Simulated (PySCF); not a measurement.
Species: C₅H₇F.
Atom-mapped SMILES: `[F:1][CH2:2][C:3]1=[CH:4][CH2:5][CH2:6]1`

Structure used (GFN2-xTB), in Å, numbered top down from 1:
```
atom  x, y, z in Å
F1     2.2456   -0.4227    1.3430
C2     1.8777    0.0249    0.0883
C3     0.3996    0.1203   -0.0242
C4    -0.4686    1.1101   -0.2300
C5    -1.6737    0.2139   -0.1589
C6    -0.6671   -0.9405    0.0831
H7     2.3512    1.0024   -0.0498
H8     2.2887   -0.7013   -0.6241
H9    -0.3745    2.1672   -0.3982
H10   -2.2501    0.1347   -1.0790
H11   -2.3483    0.4143    0.6716
H12   -0.6430   -1.7011   -0.6956
H13   -0.7420   -1.4217    1.0560
```

NICS is the negative of the GIAO shielding at a point without a nucleus: at the ring centre (0) and 1 Å above and below it (1); zz is the component along the ring normal. Level: GIAO PBE0/pcSseg-1 (PySCF, non-relativistic, gas phase) on the GFN2-xTB geometry, one conformer.

Ring bond lengths (Å), with Mayer bond orders in brackets: C3–C4 1.333 (1.75), C4–C5 1.503 (1.05), C5–C6 1.551 (1.06), C6–C3 1.508 (1.05).

Question: Give the NICS values of each ring in ppm.

Answer: 
```csv
ring,type,NICS(0),"NICS(1), two faces","NICS(1)zz, two faces",rms pucker (Å),"centre to ring atoms, mean (Å)"
C3–C4–C5–C6,"4-membered carbocycle; formal bonds 1 double, 3 single",0.5,-2.2 / -2.3,-0.3 / -0.3,0.00,1.04
```

Question: What do they say, and how far can they be read as aromaticity?

Answer: 
- C3–C4–C5–C6: mean NICS(1)zz -0.3 ppm, near zero. C5, C6 have four or more neighbours; no verdict on aromaticity is drawn.

Question: What are the shieldings of the ring atoms and their hydrogens in the same run (means over atoms taken as equivalent)?

Answer: 
```
   atoms                      environment  σ isotropic (ppm)  principal values of the symmetric part, first atom (ppm)
      C3  fully substituted alkene carbon               32.5                                        -78.6, 36.2, 139.8
      C4                 alkene CH carbon               43.2                                        -56.6, 40.7, 145.4
      C5                   allylic carbon              157.8                                       144.6, 162.0, 166.8
      C6                   allylic carbon              155.3                                       145.0, 157.4, 163.6
      H9                 vinylic hydrogen              25.34                                          24.3, 24.8, 27.0
H10 (×2)               methylene hydrogen              29.21                                          25.9, 27.2, 34.6
H12 (×2)               methylene hydrogen              29.00                                          25.9, 27.5, 34.2
```
